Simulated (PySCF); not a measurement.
Gas-phase XPS of 2-fluorothiophene, computed

Compound: 2-fluorothiophene, C4H3FS.
SMILES with atom numbers: `[F:1][c:2]1[cH:3][cH:4][cH:5][s:6]1`

Computed with delta-SCF UKS SCAN, pcX-2 on the ionised atom, pcseg-1 elsewhere, spin-free X2C (PySCF 2.14.0). Binding energies are ΔSCF values: E(core-ionised, relaxed orbitals) − E(ground state) at a fixed geometry, referred to the vacuum level.

**Question.** Give the core binding energies atom by atom.

**Answer.** 
| atom(s) | bonded to | level | binding energy (eV) | above the level's lowest (eV) | count |
| --- | --- | --- | --- | --- | --- |
| S6 | 2 C (aromatic in the SMILES) | S 1s | 2478.37 | 0.00 | 1 |
| F1 | C | F 1s | 693.44 | 0.00 | 1 |
| C2 | F, S (aromatic in the SMILES) and C (aromatic in the SMILES) | C 1s | 293.11 | +2.50 | 1 |
| C5 | S (aromatic in the SMILES), C (aromatic in the SMILES) and H | C 1s | 290.87 | +0.26 | 1 |
| C4 | 2 C (aromatic in the SMILES) and H | C 1s | 290.68 | +0.07 | 1 |
| C3 | 2 C (aromatic in the SMILES) and H | C 1s | 290.61 | 0.00 | 1 |

The listed C 1s values span 2.50 eV, from C3 (bonded to 2 C (aromatic in the SMILES) and H) to C2 (bonded to F, S (aromatic in the SMILES) and C (aromatic in the SMILES)). The widest gap between neighbouring values is 2.24 eV, between 290.87 and 293.11 eV.

**Question.** Give the binding energy of S 1s of S6 in hartree and in kJ/mol.

**Answer.** 2478.37 eV = 91.0784 Eh = 239126 kJ/mol.

Not every level is listed. Isolated species at its GFN2-xTB geometry, gas phase.
